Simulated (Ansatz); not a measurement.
How far each method lies from full CI for CH⁺, triplet

Geometry: that of the CH, doublet, kept fixed. The singlet lies 1.2 eV lower here.

```yaml
atoms:
  - { symbol: C, position_ang: [0.0000, 0.0000, 0.0000] }
  - { symbol: H, position_ang: [0.0000, 0.0000, 1.1225] }
```

Basis cc-pVTZ; Ansatz 0.2.0. Correlated methods freeze the noble-gas cores, which leaves 4 electrons in 43 orbitals. Prefix R: restricted or restricted open-shell reference; prefix U: unrestricted. Active spaces: valence = (4e, 5o) chosen from the atoms' valence shells.

Full CI is exact within this basis and frozen core; it isn't the basis-set limit. The frozen core follows each run's orbitals, which can shift R against U totals by a few meV.

For open shells CISD is restricted-active-space CI with the open shells as a complete middle space.

The UHF ⟨S²⟩ is 2.003 and the T1 diagnostic (RCCSD) is 0.0248. The largest doubles amplitude (RCCSD) is 0.078 and the T1 diagnostic (UCCSD) is 0.0184.

```csv
level,E − E(RHF) (eV)
UHF,-0.0611
RMP2,-1.6646
UMP2,-1.6715
RCCSD,-2.1134
UCCSD,-2.1160
RCCSD(T),-2.1550
UCCSD(T),-2.1565
```

Task: Estimate how far full CI in cc-pVTZ lies from RCCSD(T). The table doesn't fix it; the size of (T) and the diagnostics are the guide.

Result: Full CI in cc-pVTZ lies 0.26 kcal/mol below RCCSD(T), which is 27 % of the (T) step (-0.96 kcal/mol). The diagnostics give no warning, yet the rest is a sizeable part of (T).

The other levels:

```
                   level  E − E(full CI) (kcal/mol)  share of correlation (%)  wall time
                    CISD                       1.22                     97.56     0.66 s
                 BCCD(T)                       0.25                     99.50     0.78 s
                  RCCSDT                       0.01                     99.99          –
                  UCCSDT                      -0.02                    100.05          –
               RCCSDT(Q)                       0.00                    100.01        6 s
               UCCSDT(Q)                      -0.03                    100.07        6 s
  CASSCF (valence space)                      32.60                     34.74          –
  NEVPT2 (valence space)                       7.97                     84.04      0.3 s
  MRCISD (valence space)                       1.68                     96.63          –
MRCISD+Q (valence space)                       1.07                     97.86     0.69 s
```

The correlation energy at full CI, counted from RHF, is -2.166 eV. That run took 1.8 s on 1 thread of Arm Neoverse V1, shared host over 203,780 determinants.

Times hold each run's SCF and search for its determinant on a shared host, so for small cases they say little of a method's own cost; they ran on 1 thread of Arm Neoverse V1.

The full-CI state has the irrep B1 of C2v, in the program's axes (one component, if the state is degenerate).

Natural occupations of full CI about the gap: 1.949 0.992 0.991 0.024 0.017 0.006 0.004 0.004 0.003 0.003; effectively unpaired electrons, Σ n²(2−n)², 2.01.
